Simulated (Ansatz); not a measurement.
Two shapes of singlet C₂H₂.

Shape 1:

```xyz
4

C    -0.0467   -0.0164   -0.4852
C    -0.0416   -0.0157    0.7991
H    -0.0485   -0.9506   -1.0196
H    -0.0062    0.9891   -1.0037
```

Shape 2:

```xyz
4

C    -0.1183   -0.0827   -0.5070
C    -0.0856   -0.0548    0.8800
H    -0.0992   -0.9907   -0.9433
H    -0.0028    0.9170   -1.0730
```

Basis set: 6-31G (spherical functions). Correlated methods keep 2 orbitals frozen. Charge 0, multiplicity 1.

Computed with Ansatz (development build ahead of 0.2.0); each method stands on the lowest determinant of its kind that the runs found.

Problem. Which shape is lower in energy, and by how much in each method?

Solution.

```csv
method,E(2) − E(1) (eV)
RHF,0.391
RHF-MP2,0.228
```

Shape 1 is lower.
